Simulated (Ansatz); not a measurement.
Reaction: CClF3 (SMILES FC(Cl)(F)F) → CF3 (SMILES F[C](F)F, doublet) + Cl (doublet) (the C-Cl bond breaks)
Each species at its own B3LYP-D3(BJ)/def2-TZVP minimum (Ansatz, a quantum-chemistry and plane-wave program).

Quantity: bond dissociation energy (electronic), in kcal/mol. UHF or UKS for unpaired electrons; spin-orbit terms are left out. CBS(X,Y): correlation extrapolated as X^-3, Hartree-Fock from the larger set. A bracket is a step between two methods taken in the basis named. The functionals are non-relativistic, so their misses hold any scalar relativity. Double hybrids freeze cores in their MP2 part. 'core' is core correlation in cc-pwCVTZ (1s frozen past Ne), 'X2C' scalar relativity in cc-pVTZ-DK, both at CCSD(T).

CCSD(T)/CBS(cc-pV(T+d)Z,cc-pV(Q+d)Z) + [CCSDT(Q) - CCSD(T)]/cc-pV(D+d)Z + core + X2C (Ansatz) gives 88.9 kcal/mol.

Task: What does PBE/def2-TZVPD (Ansatz) give here, and how do the other levels compare?

Result: PBE gives 87.5 kcal/mol, 1.4 kcal/mol below it. Differences of the others: r2SCAN/def2-TZVPD (Ansatz) -3.7; B3LYP/def2-TZVPD (Ansatz) -8.4; PBE0/def2-TZVPD (Ansatz) -3.4; wB97M-V/def2-TZVPD (Ansatz) 1.0; B2PLYP/def2-TZVPD (Ansatz) -5.7; CCSD(T)/CBS(cc-pV(T+d)Z,cc-pV(Q+d)Z) + core + X2C (Ansatz) 0.0 kcal/mol. Nearer than PBE: wB97M-V/def2-TZVPD, CCSD(T)/CBS(cc-pV(T+d)Z,cc-pV(Q+d)Z) + core + X2C.
